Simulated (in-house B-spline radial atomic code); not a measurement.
Ne. Computed with a B-spline radial atomic code. Model: all-electron spherical atom, spin shells full or empty, radial basis limit, no spin-orbit coupling: exact exchange with a local potential (Slater, KLI or optimised effective potential, whose far tail is KLI's), no correlation.

Exchange potential has not reached -1/r at the last radius.

The run also made RPA and GW results, which its time includes.

The Slater potential averages the orbital exchange potentials with the orbital densities as weights, KLI adds orbital constants, and the optimised effective potential minimises the exact-exchange energy among local potentials. So their energies lie above Hartree-Fock in the order OEP, KLI, Slater. All fall off as −1/r, unlike LDA and GGA exchange.

Command:
```bash
python run_gw.py task.json out
```
Settings (lengths in bohr, energies in hartree):
```
Z                      10
electrons              10
configuration          [He] 2s2 2p6
hamiltonian            nr
method                 oep
lmax                   9
spin_polarised         False
box_radius             40
intervals              71
```

Cost of the run: 2.5 s on 1 thread of Arm Neoverse N1, on a shared host.

Given: hamiltonian non-relativistic; mean-field start exchange-only OEP.

Computed: energy above Hartree-Fock 1.6828 millihartree; virial ratio -E/T less 1 0.

```json
{"radius (bohr)": "0.005", "r times exchange potential (hartree bohr)": "-0.039876"}
{"radius (bohr)": "0.00602", "r times exchange potential (hartree bohr)": "-0.047972"}
{"radius (bohr)": "0.00724", "r times exchange potential (hartree bohr)": "-0.057629"}
{"radius (bohr)": "0.00871", "r times exchange potential (hartree bohr)": "-0.069222"}
{"radius (bohr)": "0.0105", "r times exchange potential (hartree bohr)": "-0.083255"}
{"radius (bohr)": "0.0126", "r times exchange potential (hartree bohr)": "-0.099592"}
{"radius (bohr)": "0.0152", "r times exchange potential (hartree bohr)": "-0.11959"}
{"radius (bohr)": "0.0183", "r times exchange potential (hartree bohr)": "?"}
{"radius (bohr)": "0.022", "r times exchange potential (hartree bohr)": "-0.17046"}
{"radius (bohr)": "0.0264", "r times exchange potential (hartree bohr)": "-0.20209"}
{"radius (bohr)": "0.0318", "r times exchange potential (hartree bohr)": "-0.23935"}
{"radius (bohr)": "0.0383", "r times exchange potential (hartree bohr)": "-0.28174"}
{"radius (bohr)": "0.046", "r times exchange potential (hartree bohr)": "-0.32827"}
{"radius (bohr)": "0.0554", "r times exchange potential (hartree bohr)": "-0.37951"}
{"radius (bohr)": "0.0667", "r times exchange potential (hartree bohr)": "-0.43299"}
{"radius (bohr)": "0.0802", "r times exchange potential (hartree bohr)": "-0.48569"}
{"radius (bohr)": "0.0965", "r times exchange potential (hartree bohr)": "-0.53422"}
{"radius (bohr)": "0.116", "r times exchange potential (hartree bohr)": "-0.57272"}
{"radius (bohr)": "0.14", "r times exchange potential (hartree bohr)": "-0.59447"}
{"radius (bohr)": "0.168", "r times exchange potential (hartree bohr)": "-0.58892"}
{"radius (bohr)": "0.202", "r times exchange potential (hartree bohr)": "-0.54675"}
{"radius (bohr)": "0.243", "r times exchange potential (hartree bohr)": "-0.48145"}
{"radius (bohr)": "0.293", "r times exchange potential (hartree bohr)": "-0.47974"}
{"radius (bohr)": "0.352", "r times exchange potential (hartree bohr)": "-0.60912"}
{"radius (bohr)": "0.424", "r times exchange potential (hartree bohr)": "-0.78055"}
{"radius (bohr)": "0.51", "r times exchange potential (hartree bohr)": "-0.92654"}
{"radius (bohr)": "0.614", "r times exchange potential (hartree bohr)": "?"}
{"radius (bohr)": "0.739", "r times exchange potential (hartree bohr)": "-1.169"}
{"radius (bohr)": "0.889", "r times exchange potential (hartree bohr)": "-1.2522"}
{"radius (bohr)": "1.07", "r times exchange potential (hartree bohr)": "-1.2957"}
{"radius (bohr)": "1.29", "r times exchange potential (hartree bohr)": "-1.2984"}
{"radius (bohr)": "1.55", "r times exchange potential (hartree bohr)": "-1.269"}
{"radius (bohr)": "1.86", "r times exchange potential (hartree bohr)": "-1.2213"}
{"radius (bohr)": "2.24", "r times exchange potential (hartree bohr)": "-1.1677"}
{"radius (bohr)": "2.7", "r times exchange potential (hartree bohr)": "-1.1192"}
{"radius (bohr)": "3.25", "r times exchange potential (hartree bohr)": "-1.081"}
{"radius (bohr)": "3.91", "r times exchange potential (hartree bohr)": "-1.0532"}
```

What belongs in the row 0.0183?

r times exchange potential (hartree bohr): -0.14305.

What belongs in the row 0.614?

r times exchange potential (hartree bohr): -1.0563.

```
occupied  level (hartree)  Hartree-Fock level (hartree)
      1s           -30.82                       -32.772
      2s          -1.7181                       -1.9304
      2p         -0.85071                      -0.85041
```

```tsv
empty	level (hartree)
3s	-0.19226
3p	-0.1144
4s	?
3d	-0.05765
```

What belongs in the row 4s?

level (hartree): -0.071717.

The highest level, 2p, differs from Hartree-Fock by -0.0082 eV and the deepest, 1s, by +53.1 eV: a local potential can match the highest level but can't give each shell its own exchange.
